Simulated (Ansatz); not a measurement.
C₃H₄S, SMILES `C=C1CS1`. Total charge 0; spin multiplicity 1.

```xyz
8

C    -0.8440    0.3576   -1.0818
C    -0.2145   -0.2133   -0.0751
C     0.8459   -0.0877    0.9065
S    -0.1506   -1.6267    0.9170
H    -1.6673   -0.1314   -1.5859
H    -0.5414    1.3401   -1.4243
H     1.8759   -0.2051    0.5835
H     0.6960    0.5665    1.7601
```

Problem. List the harmonic frequencies (cm⁻¹, unscaled) at PBE0-D4/def2-TZVP in Ansatz. (Best estimate.)

Solution. Computed: 336, 370, 624, 680, 693, 873, 917, 953, 1038, 1065, 1103, 1433, 1466, 1799, 3121, 3167, 3209, 3259.

Problem. Is this a minimum?

Solution. Yes, all 18 modes are real.

Problem. Give the ideal-gas thermochemistry at 298.15 K and 1 bar (rigid rotor, harmonic oscillator; point group Cs, symmetry number 1).

Solution. Zero-point energy 156.1 kJ/mol; H(298) − E = 169.6 kJ/mol; entropy 281.5 J/(mol·K), of which translation 162.2, rotation 102.5, vibration 16.8; G(298) − E = 85.7 kJ/mol.

Problem. Rotational constants (cm⁻¹)?

Solution. 0.4682, 0.1773, 0.132.
